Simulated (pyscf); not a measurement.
**Concerted two-bond exchange: `[CH2]=[N][CH3]` + `[H][H]` → `[CH2]=[N][CH3]` + `[H][H]`**

Gas phase, singlet surface, charge 0. Bonds broken: C3–H9, H6–H10. Bonds formed: C1–H6, H9–H10. PySCF, gas phase, ωB97X-D3(BJ)/def2-SVP geometries.

Transition state (Å):

```xyz
10

C     -1.7869    -0.3201     0.2175
N     -0.6876    -0.9040    -0.2672
C      0.1162    -0.0792    -0.9440
H     -2.3232     0.4512    -0.3712
H     -2.4372    -0.9257     0.8637
H     -1.1143     0.6046     0.9925
H     -0.3057     0.7065    -1.6025
H      1.0812    -0.4803    -1.2835
H      0.3326     0.7878     0.1094
H     -0.2601     1.1515     0.8596
```

One imaginary mode, 1975i cm⁻¹; descent along it reached the two sides named.

```csv
bond,change,reactant side (Å),saddle,product side
C3–H9,breaks,1.102,1.381,3.5
H6–H10,breaks,0.763,1.023,3.9
C1–H6,forms,3.5,1.381,1.102
H9–H10,forms,4.0,1.023,0.763
```

Electronic energies relative to the separated reactants (eV):

```tsv
level	barrier	reaction energy	reverse barrier
ωB97X-D3(BJ)/def2-TZVP	2.14	0.00	2.14
PBE/def2-TZVP	1.61	0.00	1.61
r²SCAN/def2-TZVP	1.70	0.00	1.70
B3LYP-D3(BJ)/def2-TZVP	1.98	0.00	1.98
PBE0-D3(BJ)/def2-TZVP	1.80	0.00	1.80
M06-2X/def2-TZVP	2.17	0.00	2.17
ωB97M-D3(BJ)/def2-TZVP	2.08	0.00	2.08
HF/def2-TZVP	3.22	0.00	3.22
```

With ωB97M-D3(BJ)/def2-TZVP energies and thermal terms (ideal gas, 1 atm, RRHO with modes under 100 cm⁻¹ raised to 100, one conformer, R ln 2 for chiral ones without a mode under 150 cm⁻¹), in eV:

```tsv
T (K)	ΔH‡	ΔG‡	ΔH	ΔG
298	2.04	2.46	0.00	0.00
600	1.99	2.90	0.00	0.00
900	1.99	3.35	0.00	0.00
1200	2.00	3.81	0.00	0.00
```

H₂C=N–CH₃ lies 0.39 eV over its isomer H₃C–CH=NH (electronic energy, ωB97M-D3(BJ)/def2-TZVP). This is the saddle that the search found; another between the same sides may lie lower.
